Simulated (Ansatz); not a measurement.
# AlNH4 (AlH2(NH2)) at 6 levels

We compute a comparison of 6 runs (HF/STO-3G, UHF/STO-3G, BLYP/STO-3G, CAM-B3LYP/STO-3G, wB97X/STO-3G, RPA@PBE/STO-3G) of AlNH4 (AlH2(NH2)). 

The results are computed with Ansatz 0.2.0.

54 further runs of the same task are left out: 2 that didn't finish, 52 set aside as unsound or not needed.

## Step 1: The system as given

AlNH4 has 6 atoms, charge 0, and is taken as a singlet. SMILES: `[H][Al]([H])[NH2]`. The H6–N4 distance was set to 1.521 Å, away from the relaxed value. At this shape a bond of the SMILES string is far longer than usual.

Bond lengths: Al1–N4 1.775 Å, Al1–H2 1.541 Å, Al1–H3 1.542 Å, N4–H5 1.014 Å. Angles: Al1–N4–H5 127.0°, H2–Al1–N4 121.7°, H3–Al1–N4 121.7°, H2–Al1–H3 116.6°. A long bond or contact: N4–H6 1.521 Å.

## Step 2: A single-point energy at HF/STO-3G (run 1)

File molecule.yaml:

```yaml
basis:
  gaussian:
    orbitals: STO-3G
crystal:
  periodic: [false, false, false]
  atoms:
    - {symbol: Al, position_ang: [0.553951, 0.980012, -0.400604]}
    - {symbol: H, position_ang: [2.093871, 1.024322, -0.364474]}
    - {symbol: H, position_ang: [-0.174809, 2.338782, -0.425264]}
    - {symbol: "N", position_ang: [-0.335029, -0.556778, -0.411384]}
    - {symbol: H, position_ang: [-0.661099, -1.067698, -1.224464]}
    - {symbol: H, position_ang: [-0.763230, -1.367490, 0.802720]}
hamiltonian:
  xc: hf
accuracy: high
```

On the command line:

```bash
$ ansatz run molecule.yaml --threads 1 --pin off --max-ram 2610MiB --events-out events.jsonl --progress --plain --runs-dir runs
```

Log:

```text
Warning: RAYON_NUM_THREADS=1 ignored (pool sized by the plan → 1); use --threads N
Functional definition: HF
  name "HF"
  exchange = exact_x
  correlation = 0
312 factors; integrals over basis functions are off by at most 1.5e-8 eV
mean field evaluation 1: about -8024.1521 eV, gradient 2.2e1 eV
mean field evaluation 2: about -8024.1622 eV, gradient 2.2e1 eV
mean field evaluation 4: about -8025.8708 eV, gradient 1.1e0 eV
mean field evaluation 8: about -8025.8764 eV, gradient 1.5e-5 eV
mean field -8025.87635854 eV, -294.9455160420 hartree, gradient 1.8e-8 eV, S^2 0.000000; 0 other end points of the search recorded, 0 dependent functions left out
reference -8025.87635854 eV, -294.9455160420 hartree; 12, 12 occupied and 6, 6 virtual orbitals, 312 factors
Total energy: -8025.87635854 eV, -294.9455160420 hartree
```

It took 0.1 s on 1 thread of Intel Xeon Platinum 8488C (Sapphire Rapids), shared host.

## Step 3: A single-point energy at UHF/STO-3G (run 2)

File in.yaml:

```yaml
basis:
  gaussian:
    orbitals: STO-3G
crystal:
  periodic: [false, false, false]
  atoms:
    - {symbol: Al, position_ang: [0.553951, 0.980012, -0.400604]}
    - {symbol: H, position_ang: [2.093871, 1.024322, -0.364474]}
    - {symbol: H, position_ang: [-0.174809, 2.338782, -0.425264]}
    - {symbol: N, position_ang: [-0.335029, -0.556778, -0.411384]}
    - {symbol: H, position_ang: [-0.661099, -1.067698, -1.224464]}
    - {symbol: H, position_ang: [-0.763230, -1.367490, 0.802720]}
total_charge: 0
magnetization:
  spin_polarized: true
hamiltonian:
  xc: hf
accuracy: high
```

On the command line:

```bash
$ ansatz run in.yaml --threads 1 --pin off --max-ram 2610MiB --events-out events.jsonl --progress --plain --runs-dir runs
```

Log:

```text
Warning: RAYON_NUM_THREADS=1 ignored (pool sized by the plan → 1); use --threads N
[... 4 set-up lines as earlier in the session ...]
312 factors; integrals over basis functions are off by at most 1.5e-8 eV
mean field evaluation 1: about -8024.1521 eV, gradient 1.5e1 eV
mean field evaluation 2: about -8024.1622 eV, gradient 1.5e1 eV
mean field evaluation 4: about -8025.8708 eV, gradient 8.0e-1 eV
mean field evaluation 8: about -8025.8764 eV, gradient 3.3e-6 eV
mean field evaluation 16: about -8025.9508 eV, gradient 5.3e-2 eV
mean field -8025.94595453 eV, -294.9480736472 hartree, gradient 5.4e-8 eV, S^2 0.212213; 1 other end points of the search recorded, 0 dependent functions left out
reference -8025.94595453 eV, -294.9480736472 hartree; 12, 12 occupied and 6, 6 virtual orbitals, 312 factors
Total energy: -8025.94595453 eV, -294.9480736472 hartree
```

Wall time 0.16 s (1 thread of Intel Xeon Platinum 8488C (Sapphire Rapids), shared host).

Runs 3 to 4 aren't shown in full; the table further down has their settings and results.

## Step 4: A single-point energy at wB97X/STO-3G (run 5)

File in.yaml:

```yaml
crystal:
  periodic: [false, false, false]
  atoms:
    - symbol: Al
      position_ang: [0.553951, 0.980012, -0.400604]
    - symbol: H
      position_ang: [2.093871, 1.024322, -0.364474]
    - symbol: H
      position_ang: [-0.174809, 2.338782, -0.425264]
    - symbol: N
      position_ang: [-0.335029, -0.556778, -0.411384]
    - symbol: H
      position_ang: [-0.661099, -1.067698, -1.224464]
    - symbol: H
      position_ang: [-0.763230, -1.367490, 0.802720]
basis:
  gaussian:
    orbitals: STO-3G
hamiltonian:
  xc: {name: wB97X}
accuracy: high
```

On the command line:

```bash
$ ansatz run in.yaml --threads 1 --pin off --max-ram 2610MiB --events-out events.jsonl --progress --plain --runs-dir runs
```

Log, shortened:

```text
Warning: RAYON_NUM_THREADS=1 ignored (pool sized by the plan → 1); use --threads N
Functional definition: wB97X
  name "wB97X"
[...]
      + exact_x_lr(omega)
[...]
      + integral(e_c_pw_opposite_spin*poly(b97_u_opposite, 1, cos1, cos2, cos3, cos4))
312 factors; integrals over basis functions are off by at most 1.5e-8 eV
144 factors; integrals over basis functions are off by at most 8.8e-10 eV
[...]
mean field -8048.74232783 eV, -295.7858249143 hartree, gradient 2.0e-8 eV, S^2 0.000000; 0 other end points of the search recorded, 0 dependent functions left out
reference -8048.74232595 eV, -295.7858248453 hartree; 12, 12 occupied and 6, 6 virtual orbitals, 312 factors
Total energy: -8048.74232595 eV, -295.7858248453 hartree
```

It took 4.5 s on 1 thread of Intel Xeon Platinum 8488C (Sapphire Rapids), shared host; peak memory 0.28 GiB.

## Step 5: The energy at RPA@PBE/STO-3G (run 6)

File job.yaml:

```yaml
basis:
  gaussian: {orbitals: STO-3G}
crystal:
  periodic: [false, false, false]
  atoms:
    - {symbol: Al, position_ang: [0.553951, 0.980012, -0.400604]}
    - {symbol: H, position_ang: [2.093871, 1.024322, -0.364474]}
    - {symbol: H, position_ang: [-0.174809, 2.338782, -0.425264]}
    - {symbol: N, position_ang: [-0.335029, -0.556778, -0.411384]}
    - {symbol: H, position_ang: [-0.661099, -1.067698, -1.224464]}
    - {symbol: H, position_ang: [-0.763230, -1.367490, 0.802720]}
hamiltonian: {xc: {name: PBE}}
correlation: {method: rpa, frozen_orbitals: {Al: 5, H: 0, "N": 1}}
accuracy: high
```

On the command line:

```bash
$ ansatz run job.yaml --threads 1 --pin off --max-ram 2610MiB --events-out events.jsonl --progress --plain --runs-dir runs
```

Log:

```text
Warning: RAYON_NUM_THREADS=1 ignored (pool sized by the plan → 1); use --threads N
Functional definition: PBE
  name "PBE"
  parameter kappa = 0.804
  parameter beta = 0.06672455060314922
  exchange = pbe_x(kappa = kappa, mu = beta*pi^2/3)
  correlation = pbe_c(beta = beta)
312 factors; integrals over basis functions are off by at most 1.5e-8 eV
mean field evaluation 1: about -8040.1692 eV, gradient 3.2e1 eV
mean field evaluation 2: about -8040.0982 eV, gradient 3.2e1 eV
mean field evaluation 4: about -8042.3651 eV, gradient 1.6e1 eV
mean field evaluation 8: about -8043.2837 eV, gradient 4.9e-2 eV
mean field evaluation 16: about -8043.2825 eV, gradient 3.2e-7 eV
mean field -8043.28246396 eV, -295.5851786179 hartree, gradient 6.2e-8 eV, S^2 0.000000; 0 other end points of the search recorded, 0 dependent functions left out
6 core orbitals not correlated: weight in the atoms' cores, before any rotation towards them, 0.999 or more for the frozen orbitals, at most 0.000 for the correlated occupied ones
reference -8025.51192730 eV, -294.9321234408 hartree; 6, 6 occupied and 6, 6 virtual orbitals, 312 factors
Total energy: -8031.01270897 eV, -295.1342734388 hartree
```

Run time: 1.1 s. Hardware: 1 thread of Intel Xeon Platinum 8488C (Sapphire Rapids), shared host; peak memory 0.14 GiB.

## Step 6: Overview of the runs

| run | level | frozen core orbitals | energy (Eh) | wall time |
| --- | --- | --- | --- | --- |
| 1 | HF/STO-3G | – | -294.945516 | 0.1 s |
| 2 | UHF/STO-3G | – | -294.948074 | 0.16 s |
| 3 | BLYP/STO-3G | – | -295.756643 | 0.95 s |
| 4 | CAM-B3LYP/STO-3G | – | -295.754487 | 0.91 s |
| 5 | wB97X/STO-3G | – | -295.785825 | 4.5 s |
| 6 | RPA@PBE/STO-3G | 6 | -295.134273 | 1.1 s |

## Step 7: Outcome

```
                               quantity          value
                    run 6: total energy  -295.13427 Eh
run 6: RPA correlation energy (valence)     -202.1 mEh
```

Totals of different functionals can't be ranked against each other. In runs 1, 2, 3, 4, 5, 6 the basis is minimal, so the values are rough. Spin contamination of the reference: run 2 ⟨S²⟩ = 0.21. All runs together took 7.8 s, the longest 4.5 s.
